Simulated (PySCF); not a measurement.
Compound: C₂H₈N (charge +1).
InChI=1S/C2H7N/c1-3-2/h3H,1-2H3/p+1

Structure optimised with GFN2-xTB, isolated species.

Take the most abundant isotopes and a rigid rotor. 

Task: Give the principal moments of inertia and the rotational constants in MHz.

Result: Ia = 16.73, Ib = 56.26, Ic = 63.91 u·Å²; 505379 MHz·u·Å²/I gives A = 30203, B = 8983, C = 7907 MHz.

Task: Classify the top.

Result: A near-prolate asymmetric top; Ray's κ = -0.903.

Task: Is it planar, by Δ = Ic − Ia − Ib?

Result: Not planar: Δ = Ic − Ia − Ib = -9.08 u·Å². For a rigid frame Δ = −2 Σ m c², so Σ m c² = 4.54 u·Å² lies off the ab plane, practically all of it from hydrogen. The atom farthest from that plane is 0.89 Å away.

Task: Estimate the classical rotational partition function at 200 K, 298.15 K and 500 K.

Result: Point group C2v, symmetry number σ = 2; q = (√π/σ)·√((kT/h)³/(ABC)), k/h = 20836.6 MHz/K: 5150 at 200 K, 9370 at 298.15 K, 20300 at 500 K.

No frequency check. Constants of a rigid frame at the computed geometry: no zero-point averaging, no centrifugal distortion.
